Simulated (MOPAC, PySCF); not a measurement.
CHN, SMILES `C#N`, neutral singlet in the gas phase. 

Cartesian coordinates (Å):
```xyz
3

C     -0.0227     0.0568     0.0000
N      1.0097     0.5753     0.0000
H     -0.9870    -0.4274     0.0000
```
Charge 0, multiplicity 1.

All levels are single points at this geometry (B3LYP-D3(BJ)/def2-SVP); Pople sets use spherical d functions. Orbital energies aren't observables, and empty levels follow the basis.

```json
[
 {"level": "M06-2X/def2-TZVP in PySCF", "HOMO (eV)": "-11.77", "LUMO (eV)": "1.36", "gap (eV)": "13.13", "dipole (D)": "3.07", "vertical IE, Delta-SCF (eV)": "13.65"},
 {"level": "PBE-D3(BJ)/def2-TZVP in PySCF", "HOMO (eV)": "-8.99", "LUMO (eV)": "-0.94", "gap (eV)": "8.05", "dipole (D)": "2.94", "vertical IE, Delta-SCF (eV)": "13.73"},
 {"level": "B3LYP/3-21G in PySCF", "HOMO (eV)": "-9.91", "LUMO (eV)": "0.85", "gap (eV)": "10.76", "dipole (D)": "2.74", "vertical IE, Delta-SCF (eV)": "–"},
 {"level": "B3LYP/6-31G* in PySCF", "HOMO (eV)": "-9.77", "LUMO (eV)": "0.59", "gap (eV)": "10.36", "dipole (D)": "2.91", "vertical IE, Delta-SCF (eV)": "13.54"},
 {"level": "BP86/6-31G* in PySCF", "HOMO (eV)": "-8.75", "LUMO (eV)": "-0.47", "gap (eV)": "8.28", "dipole (D)": "2.83", "vertical IE, Delta-SCF (eV)": "–"},
 {"level": "PBE/6-31G* in PySCF", "HOMO (eV)": "-8.65", "LUMO (eV)": "-0.36", "gap (eV)": "8.29", "dipole (D)": "2.81", "vertical IE, Delta-SCF (eV)": "13.62"},
 {"level": "HF/6-31G* in PySCF", "HOMO (eV)": "-13.32", "LUMO (eV)": "5.33", "gap (eV)": "18.65", "dipole (D)": "3.25", "vertical IE, Delta-SCF (eV)": "11.96"},
 {"level": "PM6 in MOPAC", "HOMO (eV)": "-13.10", "LUMO (eV)": "1.00", "gap (eV)": "14.11", "dipole (D)": "2.70", "vertical IE, Delta-SCF (eV)": "–"},
 {"level": "PM7 in MOPAC", "HOMO (eV)": "-13.76", "LUMO (eV)": "0.94", "gap (eV)": "14.70", "dipole (D)": "2.85", "vertical IE, Delta-SCF (eV)": "–"}
]
```
